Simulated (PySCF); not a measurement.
Acetyl chloride, C₂H₃ClO.
Atom-mapped SMILES: `[CH3:1][C:2](=[O:3])[Cl:4]` (hydrogens: H5, H6, H7 on C1)

The same species was optimised twice, with GFN2-xTB and with PBE0-D3(BJ)/def2-SVP (PySCF), and the same property calculations (PySCF, gas phase) were run on both structures.

| coordinate | GFN2-xTB | PBE0-D3(BJ)/def2-SVP | change |
| --- | --- | --- | --- |
| C2–Cl4 (Å) | 1.777 | 1.797 | +0.020 |
| C1–H7 (Å) | 1.088 | 1.099 | +0.011 |
| C1–H6 (Å) | 1.088 | 1.100 | +0.012 |
| C1–H5 (Å) | 1.087 | 1.097 | +0.010 |
| C1–C2 (Å) | 1.486 | 1.494 | +0.008 |
| C2=O3 (Å) | 1.183 | 1.181 | -0.002 |
| C1–C2–O3 (°) | 128.9 | 127.8 | -1.1 |
| O3–C2–Cl4 (°) | 119.7 | 120.7 | +1.0 |
| H5–C1–H7 (°) | 110.0 | 110.6 | +0.6 |
| H6–C1–H7 (°) | 107.7 | 107.2 | -0.5 |
| H5–C1–H6 (°) | 110.1 | 110.6 | +0.5 |
| C2–C1–H7 (°) | 109.7 | 109.5 | -0.2 |
| C2–C1–H6 (°) | 109.6 | 109.4 | -0.2 |
| C2–C1–H5 (°) | 109.6 | 109.5 | -0.1 |

Rotational constants: A = 10177, B = 5091, C = 3466 MHz (GFN2-xTB) against A = 10186, B = 4962, C = 3408 MHz (PBE0-D3(BJ)/def2-SVP). Point groups within 0.08 Å: Cs and Cs.

On the GFN2-xTB structure: HOMO (eV) -8.62 [PBE0/pcSseg-1]; LUMO (eV) -1.02 [PBE0/pcSseg-1]; dipole (D) 2.90 [PBE0/pcSseg-1]; GIAO shielding of C1 (ppm) 152.5 [PBE0/pcSseg-1]; GIAO shielding of C2 (ppm) 7.0 [PBE0/pcSseg-1]; GIAO shielding of O3 (ppm) -271.0 [PBE0/pcSseg-1]; GIAO shielding of Cl4 (ppm) 480.1 [PBE0/pcSseg-1].

What do these properties become on the PBE0-D3(BJ)/def2-SVP structure?

| property | level | on GFN2-xTB | on PBE0-D3(BJ)/def2-SVP | change |
| --- | --- | --- | --- | --- |
| HOMO (eV) | PBE0/pcSseg-1 | -8.62 | -8.67 | -0.05 |
| LUMO (eV) | PBE0/pcSseg-1 | -1.02 | -1.05 | -0.03 |
| dipole (D) | PBE0/pcSseg-1 | 2.90 | 2.88 | -0.02 |
| energy, GFN2-xTB geometry as zero (kcal/mol) | PBE0/pcSseg-1 | 0.0 | -0.3 | -0.3 |
| GIAO shielding of C1 (ppm) | PBE0/pcSseg-1 | 152.5 | 149.8 | -2.7 |
| GIAO shielding of C2 (ppm) | PBE0/pcSseg-1 | 7.0 | 6.5 | -0.5 |
| GIAO shielding of O3 (ppm) | PBE0/pcSseg-1 | -271.0 | -268.5 | +2.5 |
| GIAO shielding of Cl4 (ppm) | PBE0/pcSseg-1 | 480.1 | 472.2 | -7.9 |

The heavy atoms differ by 0.014 Å rms after alignment. Among all bonds C2–Cl4 changes most (+0.020 Å). Changes are differences of the printed values. Neither structure is proved a minimum here.
